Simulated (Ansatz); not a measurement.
`C=C(Cl)CF` + H₂ → `C=CCF` + HCl at 400 K and 1 bar (hydrogenolysis of a C–Cl bond).

Gas-phase electronic energies from Ansatz, PBE0-D4/def2-TZVP geometries. CBS: MP2 limit from def2 TZ/QZ plus the TZ coupled-cluster correction, frozen cores. This one scheme is used for every species. One conformer a species, not always the lowest.

| species | CCSD(T)/CBS energy (Eh) | H − E (kJ/mol) | S (J/(mol·K)) |
| --- | --- | --- | --- |
| `C=C(Cl)CF` | -676.10310 | 194.3 | 339.9 |
| H₂ | -1.17544 | 38.0 | 139.0 |
| `C=CCF` | -216.92453 | 214.1 | 306.2 |
| HCl | -460.38127 | 29.6 | 195.4 |

H − E and S are ideal-gas, rigid-rotor, harmonic terms from PBE0-D4/def2-TZVP, for one conformer and one mirror image of each species. The MP2-based limit puts H₂ 0.8 mEh under its directly extrapolated value; such offsets cancel only in part. 1 Eh = 2625.50 kJ/mol, R = 8.31446 J/(mol·K).

Question: By hand: ΔE, ΔH, ΔS and ΔG.

Answer: ΔE = (-216.92453) + (-460.38127) − (-676.10310) − (-1.17544) = -0.02726 Eh = -71.6 kJ/mol. Δ(H − E) = 214.1 + 29.6 − 194.3 − 38.0 = 11.4, so ΔH = -60.2 kJ/mol. ΔS = 306.2 + 195.4 − 339.9 − 139.0 = 22.7 J/(mol·K). ΔG = -60.2 − 400 × (22.7)/1000 = -69.3 kJ/mol.

Question: By hand: the equilibrium constant, and the temperature at which ΔG would vanish if ΔH and ΔS stayed fixed.

Answer: log₁₀ K = −ΔG/(RT ln 10) = 9.0. ΔH and −TΔS have one sign here, so there is no such temperature.

ΔH outweighs TΔS. A doubt of 5 kJ/mol in ΔE shifts log₁₀ K by 0.7 here. Other conformers and mirror images would add mixing entropy, several J/(mol·K) or more a flexible species. These are equilibria of isolated gas molecules and say nothing of rates. Largest T1 diagnostic: 0.011 (customary marks: 0.02 for closed shells, 0.045 for open ones).
